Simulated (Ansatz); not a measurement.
Mulliken charges of `N#P` from r2SCAN/def2-TZVPP in Ansatz (PBE0-D4/def2-TZVP geometry).

```csv
atom,x (Å),y (Å),z (Å),charge (e)
N1,0.000,0.000,0.006,-0.286
P2,0.000,0.000,1.485,0.286
```

Q: By hand: the dipole of these point charges (1 e Å = 4.8032 D).

A: Σ q r = (0.000, 0.000, 0.423) e Å, of length 0.423 e Å = 2.03 D.

Q: How does the dipole of the full density compare? (An estimate is asked.)

A: Ansatz gave: (0.000, 0.000, 0.571) e Å, 2.74 D; the point charges give 0.74 times that, at 0° from its direction.

Point charges leave out the atoms' own dipoles, such as those of lone pairs, and Mulliken's split depends on the basis, so the two needn't agree.
